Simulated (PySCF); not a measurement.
Compound: C₆H₅ (doublet state).
Z-matrix (Å and degrees, PBE0-D3(BJ)/def2-SVP geometry), rows numbered from 1:
```
C 
C   1  1.3301
C   2  1.4726  1  138.91
C   3  1.3538  2   96.40  1  -179.91
C   4  1.4829  3   89.66  2    -0.04
C   5  1.3351  2  134.14  1    -0.19
H   1  1.0924  2  120.61  3   179.98
H   1  1.0921  2  121.15  3    -0.04
H   4  1.0888  3  136.30  2   179.98
H   6  1.0922  5  120.62  2     0.07
H   6  1.0921  5  121.17  2  -179.93
```

Identity: `C=C1[C]=CC1=C` [radical].

The calculation used PySCF, UKS B3LYP, IGLO-III on C, pcH-1 on H, non-relativistic, mean-field spin-orbit, GIAO. Geometry: PBE0-D3(BJ)/def2-SVP; no solvent, vibrations or thermal averaging. The SCF solution wasn't tested for stability.

Problem. Break the g tensor into its mass correction, gauge correction and orbital-Zeeman/spin–orbit terms.

Solution. 
```csv
Δg (ppm),1,2,3
relativistic mass correction,-172,-172,-172
gauge correction,17,9,-14
orbital Zeeman/spin–orbit,-768,-47,654
total,-923,-210,468
```

So g = 2.00140, 2.00211, 2.00279 and g_iso = 2.00210; the tensor is rhombic: the two nearest values differ by 49 % of g3 − g1. Axes: g2 points within 5° of the C5–C6 bond and g3 is normal to the molecular plane.

Problem. What are the electron Larmor frequencies g μB B/h along the three axes at 340 mT?

Solution. 9.5241, 9.5275, 9.5307 GHz for g1, g2 and g3, a range of 6.6 MHz.

Problem. What effective moment and Curie constant follow for a powder?

Solution. With the mean of g² = 4.0084 and S(S+1) = 0.75: μ_eff = √(⟨g²⟩S(S+1)) = 1.734 μB and χT = 0.12505·⟨g²⟩·S(S+1) = 0.376 cm³ K/mol (cgs; spin-Hamiltonian part alone).

Problem. In a frozen sample, at which fields do the three g values resonate at 9.5, 34, 94 and 263 GHz (hyperfine left aside), and which band first spreads them over more than twice a line width of 0.5 mT?

Solution. 
```json
{"band": "X", "GHz": "9.5", "B(g3) mT": "338.90", "B(g2) mT": "339.02", "B(g1) mT": "339.14", "spread mT": "0.24"}
{"band": "Q", "GHz": "34.0", "B(g3) mT": "1212.92", "B(g2) mT": "1213.33", "B(g1) mT": "1213.76", "spread mT": "0.84"}
{"band": "W", "GHz": "94.0", "B(g3) mT": "3353.37", "B(g2) mT": "3354.51", "B(g1) mT": "3355.70", "spread mT": "2.33"}
{"band": "J", "GHz": "263.0", "B(g3) mT": "9382.30", "B(g2) mT": "9385.48", "B(g1) mT": "9388.82", "spread mT": "6.52"}
```

The spread grows in proportion to the frequency. W band is the first where it exceeds 1.0 mT.

Largest spin populations (Mulliken): C3 (+0.91) and C5 (+0.10). C3 is the only atom above +0.15.

The HOMO–LUMO gaps are 5.33 eV among the α and 3.39 eV among the β orbitals.
